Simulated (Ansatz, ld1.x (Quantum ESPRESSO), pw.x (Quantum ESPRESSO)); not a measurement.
# Equation-of-state test of one RRKJ potential (vanadium (V))

```json
{
  "Element": "V (Z = 23)",
  "Generator": "ld1.x (Quantum ESPRESSO) 7.5",
  "Type": "norm-conserving RRKJ (Kleinman–Bylander form)",
  "Functional": "PBE",
  "Relativity": "scalar-relativistic",
  "Frozen core": "[Ar]",
  "Valence charge": "5",
  "Reference configuration": "3d3 4s2 4p0",
  "Partial waves": "4p (bound, empty): rc 2.65 bohr; 3d (bound): rc 1.25 bohr; 4s (bound): rc 2.65 bohr",
  "Local potential": "the s channel",
  "Core correction": "none"
}
```

Atomic tests: cutoffs needed: 100 Ry and 110 Ry (the cutoffs (Ry, on a coarse ladder) from which the occupation-weighted sum of valence levels, in a spherical-Bessel basis at the reference potential, stays within 10 and 1 mRy of its value at 400 Ry); ghost test: no extra level below or beside the all-electron valence levels (p, d, s, f tested) (spherical-Bessel basis up to 400 Ry, 20 bohr box); largest excitation error: -230 meV (all-electron minus pseudo) for 3d2 4s2 4p0, out of 7 test configurations.

Crystal test: bcc V in pw.x 7.5, no spin, 15³ k-points, Fermi–Dirac smearing 0.01 Ry, cutoffs 135/540 Ry. The reference is all-electron LAPW (Ansatz 0.2.0) with the same functional, mesh and smearing; V0 and B0 come from Birch–Murnaghan fits to the pressures at five volumes. Errors are pseudo minus all-electron; Δ is the rms difference of the E(V) curves that follow from these fits, minima aligned, over ±6 % about the mean V0. Mesh and smearing are coarse, so the numbers serve the comparison and aren't converged zero-temperature values; the lattice is a test structure that the element need not adopt.

| V (Å³/atom) | P all-electron (GPa) | P pseudo (GPa) |
| --- | --- | --- |
| 12.758 | 11.27 | 33.52 |
| 13.093 | 5.78 | 26.66 |
| 13.429 | 0.92 | 20.59 |
| 13.765 | -3.39 | 15.26 |
| 14.100 | -7.21 | 10.58 |

All-electron: a0 = 3.000 Å (V0 = 13.50 Å³/atom), B0 = 179.4 GPa.

Pseudopotential: mean pressure error (GPa): +19.85. The pressure does not cross zero within the volumes sampled, so no fit is given. The largest radius (2.65 bohr) exceeds half the bond length (2.45 bohr), so the spheres overlap, which is one possible source of error among others. This is a poor potential for the solid.

Task: At the middle volume, how do free energy and pressure move when the wave cutoff is lowered (ecutrho kept at four times it)?

Result:

```tsv
cutoff (Ry)	shift of F (meV/atom)	shift of P (GPa)
61	+5384.5	-214.28
81	+704.6	-53.08
108	+8.1	-1.50
```

The run at the middle volume (120 k-points, 9 iterations) took about 38 s on one core of a shared host (Neoverse-V1, 32 threads, 247 GiB, load 13).
